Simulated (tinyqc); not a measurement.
Inside a calculation. Method: UHF in the sto-6g basis, for HF, spin multiplicity 1. One step of it, computed by the program tinyqc.

Question. Iteration 3: diagonalisation and new density. Diagonalise F' = X^T F X, C = X C', fill 5 alpha and 5 beta electrons from the bottom; D(s) = C_occ C_occ^T. Each column has its largest component positive (the first on a tie).

extrapolated F(alpha) (hartree), lower triangle:
```
             1F 1s      1F 2s     1F 2px     1F 2py     1F 2pz      2H 1s
1F 1s   -26.225365
1F 2s    -6.365846  -2.878029
1F 2px   -0.000062  -0.001847  -0.460712
1F 2py    0.000781   0.023314  -0.002437  -0.430148
1F 2pz   -0.015044  -0.031495  -0.007543   0.095193  -0.261875
2H 1s    -0.758545  -0.695754   0.003751  -0.047332  -0.411358  -0.312898
```

extrapolated F(beta) (hartree), lower triangle:
```
             1F 1s      1F 2s     1F 2px     1F 2py     1F 2pz      2H 1s
1F 1s   -26.225365
1F 2s    -6.365846  -2.878029
1F 2px    0.000062   0.001847  -0.460712
1F 2py   -0.000781  -0.023314  -0.002437  -0.430148
1F 2pz   -0.015044  -0.031495   0.007543  -0.095193  -0.261875
2H 1s    -0.758545  -0.695754  -0.003751   0.047332  -0.411358  -0.312898
```

X:
```
                1          2          3         4          5         6
1F 1s    0.385878   0.711880   0.000000  0.000000  -0.563296  0.293959
1F 2s   -0.797884  -0.408674   0.000000  0.000000  -0.337823  0.499949
1F 2px   0.000000   0.000000  -0.112438  0.993659   0.000000  0.000000
1F 2py   0.000000   0.000000   0.993659  0.112438   0.000000  0.000000
1F 2pz  -0.498540   0.609942   0.000000  0.000000   0.606266  0.294826
2H 1s    0.833302  -0.356045   0.000000  0.000000   0.300094  0.518962
```

Give: F' = X^T F X; orbital energies; coefficients C; F' = X^T F X; orbital energies; coefficients C; D(alpha) after iteration 3; D(beta) after iteration 3.

Answer.

F' = X^T F X (alpha) (hartree), lower triangle:
```
         1        2        3        4         5        6
1  -1.3398
2  -3.9283  -9.8407
3  -0.1055   0.0661  -0.4300
4  -0.0035   0.0022   0.0010  -0.4609
5   3.3809   9.8350   0.0353   0.0012  -10.9260
6  -1.9770  -6.4183   0.0154   0.0005    7.1580  -5.6939
```

orbital energies (alpha) (hartree): MO1 -26.2286, MO2 -1.4197, MO3 -0.5037, MO4 -0.4609, MO5 -0.4275, MO6 0.3491

coefficients C (alpha):
```
            MO1      MO2      MO3     MO4      MO5      MO6
1F 1s    0.9972  -0.2449   0.0385  0.0000   0.0279   0.0529
1F 2s    0.0121   0.9956  -0.2081  0.0000  -0.1663  -0.3245
1F 2px   0.0000   0.0017   0.0416  0.9969  -0.0660   0.0124
1F 2py   0.0000  -0.0219  -0.5254  0.0790   0.8323  -0.1568
1F 2pz   0.0011   0.0298   0.6581  0.0000   0.2746  -0.7521
2H 1s   -0.0021   0.0893   0.4036  0.0000   0.4284   0.9089
```

F' = X^T F X (beta) (hartree), lower triangle:
```
         1        2        3        4         5        6
1  -1.3398
2  -3.9283  -9.8407
3   0.1055  -0.0661  -0.4300
4   0.0035  -0.0022   0.0010  -0.4609
5   3.3809   9.8350  -0.0353  -0.0012  -10.9260
6  -1.9770  -6.4183  -0.0154  -0.0005    7.1580  -5.6939
```

orbital energies (beta) (hartree): MO1 -26.2286, MO2 -1.4197, MO3 -0.5037, MO4 -0.4609, MO5 -0.4275, MO6 0.3491

coefficients C (beta):
```
            MO1      MO2      MO3     MO4      MO5      MO6
1F 1s    0.9972  -0.2449   0.0385  0.0000  -0.0279   0.0529
1F 2s    0.0121   0.9956  -0.2081  0.0000   0.1663  -0.3245
1F 2px   0.0000  -0.0017  -0.0416  0.9969  -0.0660  -0.0124
1F 2py   0.0000   0.0219   0.5254  0.0790   0.8323   0.1568
1F 2pz   0.0011   0.0298   0.6581  0.0000  -0.2746  -0.7521
2H 1s   -0.0021   0.0893   0.4036  0.0000  -0.4284   0.9089
```

D(alpha) after iteration 3, lower triangle:
```
          1F 1s    1F 2s   1F 2px   1F 2py  1F 2pz   2H 1s
1F 1s    1.0566
1F 2s   -0.2444   1.0624
1F 2px  -0.0007   0.0040   0.9998
1F 2py   0.0083  -0.0509   0.0019   0.9754
1F 2pz   0.0267  -0.1529   0.0093  -0.1179  0.5094
2H 1s    0.0036  -0.0664  -0.0113   0.1425  0.3859  0.3544
```

D(beta) after iteration 3, lower triangle:
```
          1F 1s    1F 2s   1F 2px   1F 2py  1F 2pz   2H 1s
1F 1s    1.0566
1F 2s   -0.2444   1.0624
1F 2px   0.0007  -0.0040   0.9998
1F 2py  -0.0083   0.0509   0.0019   0.9754
1F 2pz   0.0267  -0.1529  -0.0093   0.1179  0.5094
2H 1s    0.0036  -0.0664   0.0113  -0.1425  0.3859  0.3544
```
